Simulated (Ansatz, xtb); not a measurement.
Two isomers of HOSSi

We compare a, `O[Si]=S`, a doublet, with b, `O=[Si]S`, a doublet. Both are isolated molecules in the gas phase, relaxed with r2SCAN-D4/def2-SVP; the shapes shown needn't be the lowest conformers.

a (Å):

```tsv
atom	x (Å)	y (Å)	z (Å)
O	1.4178	-1.7260	-0.3437
S	4.1283	-0.2957	0.7456
Si	2.5964	-1.5334	0.8029
H	1.4844	-1.1688	-1.1351
```

b (Å):

```json
{"atom": "O", "x (Å)": "-0.6643", "y (Å)": "1.9559", "z (Å)": "0.0593"}
{"atom": "S", "x (Å)": "1.0144", "y (Å)": "-0.7452", "z (Å)": "0.6738"}
{"atom": "Si", "x (Å)": "0.0501", "y (Å)": "0.7321", "z (Å)": "-0.5616"}
{"atom": "H", "x (Å)": "1.4144", "y (Å)": "-1.4899", "z (Å)": "-0.3834"}
```

Problem. Estimate which is lower in electronic energy at CCSD(T)/def2-TZVP, and by roughly how much.

Solution. The CCSD(T)/def2-TZVP calculation puts structure a lower, by 15.7 kcal/mol.

The same difference at several levels:

```csv
level,geometry,E(b) − E(a) (kcal/mol),departure from the last row (kcal/mol),"job, with rough time for the two"
GFN2-xTB,GFN2-xTB,+0.3,−15.4,"optimisation, 0.11 s"
HF/STO-3G,GFN2-xTB,+4.2,−11.5,"single point, 0.58 s"
r2SCAN-D4/def2-SVP//GFN2-xTB,GFN2-xTB,+16.8,+1.1,"single point, 3.5 s"
r2SCAN-D4/def2-SVP,r2SCAN-D4/def2-SVP,+17.1,+1.4,"optimisation, 63 s"
HF/def2-TZVP,r2SCAN-D4/def2-SVP,+23.0,+7.3,part of the CCSD(T) run
MP2/def2-TZVP,r2SCAN-D4/def2-SVP,+15.8,0.0,part of the CCSD(T) run
CCSD(T)/def2-TZVP,r2SCAN-D4/def2-SVP,+15.7,,"single point, 35 s"
```

As drawn, b has 1 O=Si, 1 S–Si, 1 S–H in place of 1 O–Si, 1 S=Si, 1 O–H.

GFN2-xTB finds them nearly level. The largest departure from CCSD(T)/def2-TZVP is that of GFN2-xTB, 15.4 kcal/mol.

With harmonic frequencies from r2SCAN-D4/def2-SVP (ideal gas, rigid rotor, one conformer each, 298.15 K, 1 atm): on the last row, ΔE + ΔZPE = +14.0, ΔH = +14.2, ΔG = +13.8 kcal/mol.

Open shells are spin-unrestricted. The correlated steps freeze 11 core orbitals. Programs: Ansatz 0.2.0, xtb 6.7.1; the last row on 1 thread of Arm Neoverse V2 on a shared host.
